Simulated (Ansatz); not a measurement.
Worked example: correlation energy of GaH, singlet

Geometry: that of the GaH⁻, doublet, kept fixed.

```xyz
2

Ga    0.0000    0.0000    0.0000
H     0.0000    0.0000    1.7244
```

Basis aug-cc-pVDZ; Ansatz 0.2.0. Correlated methods freeze the noble-gas cores and the filled d shells of p-block atoms, which leaves 4 electrons in 31 orbitals. R marks a restricted (for open shells ROHF) determinant. No spin–orbit coupling is included, and no scalar relativity.

Full CI is exact within this basis and frozen core; it isn't the basis-set limit.

Runs differ by some tens of microhartree through their thresholds, so steps under 0.03 kcal/mol mean nothing.

```
    level  total energy (hartree)
      RHF            -1923.766811
     RMP2            -1923.819307
    RCCSD            -1923.840120
 RCCSD(T)            -1923.841151
   RCCSDT            -1923.841486
RCCSDT(Q)            -1923.841521
  full CI            -1923.841531
```

**Question.** What is the correlation energy at full CI, and what share of it do RMP2 and RCCSD(T) recover?

**Answer.** E(corr) = -1923.841531 − (-1923.766811) = -0.074720 hartree = -2.033 eV. RMP2: -0.052496 / -0.074720 = 70.26 %. RCCSD(T): -0.074340 / -0.074720 = 99.49 %.

**Question.** By how many kcal/mol does RCCSD(T) miss full CI (1 hartree = 627.509 kcal/mol), and which steps make up the rest?

**Answer.** -1923.841151 − (-1923.841531) = 0.000380 hartree = 0.24 kcal/mol. Steps: RCCSDT − RCCSD(T) = -0.21, RCCSDT(Q) − RCCSDT = -0.02, full CI − RCCSDT(Q) = -0.01 kcal/mol. That is within 1 kcal/mol of the reference in this basis, which itself misses far more of the correlation at the basis-set limit.
